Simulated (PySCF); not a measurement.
CHO, charge +1, multiplicity 1. Atoms are numbered in the order given.

```xyz
3

C      0.0000     0.0000     0.5157
O      0.0000     0.0000    -0.5883
H      0.0000     0.0000     1.6126
```
Charge +1, spin multiplicity 1.

Geometry: r2SCAN-D4/def2-TZVPD. The isomer is the one that the SMILES or the coordinates give; other isomers of the formula were not compared.

Calculation: PySCF 2.14.0 with r2SCAN-D4/def2-TZVPD.

Frequencies are harmonic and unscaled.

Modes within 1.5 cm⁻¹ of each other (mostly degenerate sets) share a row, with their intensities summed.

```json
[
 {"mode": "1–2", "ν (cm⁻¹)": "863", "IR (km/mol)": "35.4", "moving atoms (share of kinetic energy)": "H 72 %, C 24 %"},
 {"mode": "3", "ν (cm⁻¹)": "2248", "IR (km/mol)": "110.7", "moving atoms (share of kinetic energy)": "O 42 %, C 38 %, H 20 %"},
 {"mode": "4", "ν (cm⁻¹)": "3215", "IR (km/mol)": "211.0", "moving atoms (share of kinetic energy)": "H 76 %, C 21 %"}
]
```
